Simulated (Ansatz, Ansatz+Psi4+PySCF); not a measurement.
```yaml
atoms:
  - { symbol: P, position_ang: [0.0000, 0.0000, -0.8200] }
  - { symbol: N, position_ang: [0.0000, 0.0000, 0.8200] }
```

Basis set: cc-pVTZ on N; cc-pV(T+d)Z on P (spherical functions). Correlated methods keep 6 orbitals frozen. Charge 0, multiplicity 1.

Computed with Ansatz (development build ahead of 0.2.0); the reference of a correlated method needn't be the lowest determinant of its kind. Restricted open shells among the atoms or ions are ROHF, correlated in semicanonical orbitals with singles.

The atomization energy at this shape (free ground-state atoms in the same class of orbitals less the molecule, no zero-point energy) of singlet PN:

```tsv
method	atomization energy
UHF-BCCD(T)	5.36 eV
RHF-CCSD(T)	5.36 eV
```

Task: What does UHF-CCSD(T) give?

Result: 5.19 eV. Caution: the reference determinant was not shown to be the lowest; the shape is not the minimum. Caution for UHF-BCCD(T), RHF-CCSD(T): the program doubts this total. Caution for UHF-BCCD(T), UHF-CCSD(T): the unrestricted determinant is spin contaminated. Caution for RHF-CCSD(T): an unrestricted determinant lies well below; other determinants can give a lower correlated total. Caution for UHF-CCSD(T): another reference gives a lower total.
